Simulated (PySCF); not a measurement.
nitrous oxide (N₂O), SMILES N#[N+][O-]. Geometry: PBE0-D3(BJ)/def2-TZVP.

These are PBE0-D3(BJ)/def2-TZVP run with PySCF values and carry that method's errors.

Harmonic wavenumbers (cm⁻¹): 641, 641, 1377, 2410. Rotational constants (GHz): 12.84 (linear); symmetry number 1.

Problem. Work out the zero-point energy and the ideal-gas rigid-rotor harmonic-oscillator thermochemistry at 298.15 K and 1 atm.

Solution. ZPE = ½ Σ hcν = ½ × 5068 cm⁻¹ = 30.31 kJ/mol. H − E(el) = 39.74 kJ/mol. Entropy in J/(mol K): translation 155.94, rotation 59.71, vibration 3.30, total 218.96. G − E(el) = -25.54 kJ/mol. Cp = 37.51 J/(mol K).
